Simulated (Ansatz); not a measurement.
# H3LiOSi (SMILES [Li][O][SiH3]): functionals against CCSD(T) at one geometry

The task here is to estimate one member of a computed series from the others.

Program: Ansatz 0.2.0, Gaussian basis. Level of theory: single points in def2-TZVPP. These are calculated values, not measurements.

Cores are frozen in the correlated methods. The outer core shell of Li, Na, Mg and K is correlated.

### Starting geometry

SMILES `[Li][O][SiH3]`, 6 atoms, charge 0, spin multiplicity 1.

Atoms are counted from 1 here; the program's logs count them from 0.

Bond lengths: Li1–O2 1.549 Å, O2–Si3 1.590 Å, Si3–H4 1.471 Å, Si3–H5 1.464 Å, Si3–H6 1.536 Å. Angles: Li1–O2–Si3 178.1°, O2–Si3–H4 110.7°, O2–Si3–H5 110.0°, O2–Si3–H6 108.6°, H4–Si3–H5 111.2°, H4–Si3–H6 107.0°, H5–Si3–H6 109.3°.

Geometry (Å):

```mol
H3LiOSi
  3D, bonds by distance, orders not assigned

  6  5  0  0  0  0  0  0  0  0999 V2000
    0.2801   -2.4296    0.8700 Li  0  0
    0.1026   -0.9771    0.3621 O   0  0
   -0.0346    0.5082   -0.1877 Si  0  0
   -1.0540    0.5787   -1.2465 H   0  0
    1.2627    0.9854   -0.6694 H   0  0
   -0.5142    1.4113    0.9586 H   0  0
  1  2  8  0
  2  3  8  0
  3  4  8  0
  3  5  8  0
  3  6  8  0
M  END
```

Set-up of the first run:

run/in.yaml

```yaml
crystal:
  periodic: [false, false, false]
  atoms:
    - {symbol: Li, position_ang: [0.280100, -2.429600, 0.870000]}
    - {symbol: O, position_ang: [0.102600, -0.977100, 0.362100]}
    - {symbol: Si, position_ang: [-0.034600, 0.508200, -0.187700]}
    - {symbol: H, position_ang: [-1.054000, 0.578700, -1.246500]}
    - {symbol: H, position_ang: [1.262700, 0.985400, -0.669400]}
    - {symbol: H, position_ang: [-0.514200, 1.411300, 0.958600]}
basis:
  gaussian: {orbitals: def2-TZVPP}
correlation: {method: ccsd_t}
output: {forces: true}
```

The command line of these runs was not kept.

Steps of the session up to this table: CCSD(T)/def2-TZVPP; PBE0-D4/def2-TZVPP; wB97M-V/def2-TZVPP; r2SCAN-D4/def2-TZVPP; PBE-D4/def2-TZVPP; r2SCANh-D4/def2-TZVPP; HSE06-D4/def2-TZVPP.

One of the session's tables, all rows but one given; the rest of the session is left out.

| method | RMS force component (eV/Å) | angle to CCSD(T) forces (°) | dipole (D) |
| --- | --- | --- | --- |
| CCSD(T) | 0.536 | reference | 6.67 |
| PBE0-D4 | 0.511 | 9.2 | 6.57 |
| wB97M-V | 0.512 | 3.1 | 6.56 |
| r2SCAN-D4 | ? | ? | ? |
| PBE-D4 | 0.515 | 19.8 | 6.50 |
| r2SCANh-D4 | 0.543 | 9.6 | 6.67 |
| HSE06-D4 | 0.511 | 9.2 | 6.58 |

**Question.** Estimate the row for r2SCAN-D4.

As computed: RMS force component (eV/Å): 0.536; angle to CCSD(T) forces (°): 6.2; dipole (D): 6.67.
